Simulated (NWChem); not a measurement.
All runs are NWChem calculations. System: acetic acid (C$_{2}$H$_{4}$O$_{2}$), charge 0, spin multiplicity 1, at a geometry optimised with PBE0/def2-SVP. Level: PBE0/def2-SVP.

The NWChem input:

```
start mol
memory heap 200 mb stack 900 mb global 1100 mb
geometry units angstroms nocenter noautoz noautosym
  C      1.347984     0.350530     0.000000
  C     -0.070326    -0.135870     0.000000
  O     -0.945092     0.882949     0.000000
  O     -0.420354    -1.285547     0.000000
  H      2.030556    -0.505798     0.000000
  H      1.527377     0.978546    -0.884812
  H      1.527377     0.978546     0.884812
  H     -1.827694     0.481531     0.000000
end
basis spherical
  * library def2-svp
end
dft
  xc pbe0
  semidirect memsize 60000000 filesize 0
  iterations 100
end
task dft energy
```

Output (cleaned and shortened):

```
             Northwest Computational Chemistry Package (NWChem) 7.3.0
             --------------------------------------------------------

                                NWChem Input Module
                                -------------------

 Scaling coordinates for geometry "geometry" by  1.889725989
 (inverse scale =  0.529177249)

                             Geometry "geometry" -> ""
                             -------------------------

 Output coordinates in angstroms (scale by  1.889725989 to convert to a.u.)

  No.       Tag          Charge          X              Y              Z
 ---- ---------------- ---------- -------------- -------------- --------------
    1 C                    6.0000     1.34798400     0.35053000     0.00000000
    2 C                    6.0000    -0.07032600    -0.13587000     0.00000000
    3 O                    8.0000    -0.94509200     0.88294900     0.00000000
    4 O                    8.0000    -0.42035400    -1.28554700     0.00000000
    5 H                    1.0000     2.03055600    -0.50579800     0.00000000
    6 H                    1.0000     1.52737700     0.97854600    -0.88481200
    7 H                    1.0000     1.52737700     0.97854600     0.88481200
    8 H                    1.0000    -1.82769400     0.48153100     0.00000000

 Effective nuclear repulsion energy (a.u.)     121.5409525164

            Nuclear Dipole moment (a.u.)
            ----------------------------
        X                 Y               Z
 ---------------- ---------------- ----------------
    -0.0000075589     0.0000018897     0.0000000000


 Summary of "ao basis" -> "" (spherical)
 ------------------------------------------------------------------------------
       Tag                 Description            Shells   Functions and Types
 ---------------- ------------------------------  ------  ---------------------
 *                          def2-svp                  on all atoms

                                 NWChem DFT Module
                                 -----------------

 Summary of "ao basis" -> "ao basis" (spherical)
[...]
 Vector   16  Occ=2.000000D+00  E=-2.912940D-01
              MO Center= -2.9D-01, -8.1D-01, -7.3D-10, r^2= 1.7D+00
   Bfn.  Coefficient  Atom+Function         Bfn.  Coefficient  Atom+Function
  ----- ------------  ---------------      ----- ------------  ---------------
    46      0.555401  4 O  px                49      0.389777  4 O  px
    33     -0.237326  3 O  py                 3     -0.211833  1 C  s
    36     -0.188244  3 O  py                47     -0.161160  4 O  py
     4      0.156424  1 C  px                31      0.134287  3 O  s
     5      0.124294  1 C  py                50     -0.120204  4 O  py

 Vector   17  Occ=0.000000D+00  E= 1.787156D-02
              MO Center=  2.5D-02, -1.8D-01,  7.8D-10, r^2= 2.2D+00
   Bfn.  Coefficient  Atom+Function         Bfn.  Coefficient  Atom+Function
  ----- ------------  ---------------      ----- ------------  ---------------
    20      0.560725  2 C  pz                23      0.513614  2 C  pz
    51     -0.413686  4 O  pz                63      0.413932  6 H  s
    68     -0.413932  7 H  s                 48     -0.382496  4 O  pz
    37     -0.244772  3 O  pz                 9      0.229166  1 C  pz
    34     -0.228132  3 O  pz                62      0.157202  6 H  s

 Vector   18  Occ=0.000000D+00  E= 6.676425D-02
              MO Center= -7.1D-01,  4.5D-01, -2.8D-11, r^2= 6.2D+00
   Bfn.  Coefficient  Atom+Function         Bfn.  Coefficient  Atom+Function
  ----- ------------  ---------------      ----- ------------  ---------------
     3      1.954865  1 C  s                 73     -1.105515  8 H  s
    58     -0.742218  5 H  s                 63     -0.694680  6 H  s
    68     -0.694680  7 H  s                 31      0.640329  3 O  s
    17     -0.575999  2 C  s                 21     -0.316646  2 C  px
    35     -0.277703  3 O  px                32     -0.177307  3 O  px

 Vector   19  Occ=0.000000D+00  E= 9.340047D-02
              MO Center=  4.1D-01,  7.7D-01, -2.2D-09, r^2= 6.6D+00
   Bfn.  Coefficient  Atom+Function         Bfn.  Coefficient  Atom+Function
  ----- ------------  ---------------      ----- ------------  ---------------
     3      2.114662  1 C  s                 63     -1.193517  6 H  s
    68     -1.193517  7 H  s                 73      0.871600  8 H  s
    17     -0.593363  2 C  s                 58     -0.513977  5 H  s
     8      0.453990  1 C  py                35      0.284973  3 O  px
    31     -0.254068  3 O  s                  7      0.227193  1 C  px

 center of mass
 --------------
 x =  -0.10154279 y =  -0.06031298 z =   0.00000000

 moments of inertia (a.u.)
 ------------------
         159.047313533501          -7.386889642075           0.000000000000
          -7.386889642075         187.859431982505           0.000000000000
           0.000000000000           0.000000000000         335.636203611587

     Multipole analysis of the density
     ---------------------------------

     L   x y z        total         alpha         beta         nuclear
     -   - - -        -----         -----         ----         -------
     0   0 0 0     -0.000000    -16.000000    -16.000000     32.000000

     1   1 0 0      0.104537      0.052272      0.052272     -0.000008
     1   0 1 0      0.642755      0.321376      0.321376      0.000002
     1   0 0 1     -0.000000     -0.000000     -0.000000      0.000000

     2   2 0 0    -13.669997    -63.294587    -63.294587    112.919177
     2   1 1 0     -0.364616     -3.078072     -3.078072      5.791528
     2   1 0 1      0.000000      0.000000      0.000000      0.000000
     2   0 2 0    -21.049305    -51.071660    -51.071660     81.094014
     2   0 1 1      0.000000      0.000000      0.000000      0.000000
     2   0 0 2    -16.884478    -11.237997    -11.237997      5.591517

 Task  times  cpu:        4.2s     wall:        4.2s

 Total times  cpu:        4.2s     wall:        4.2s
```
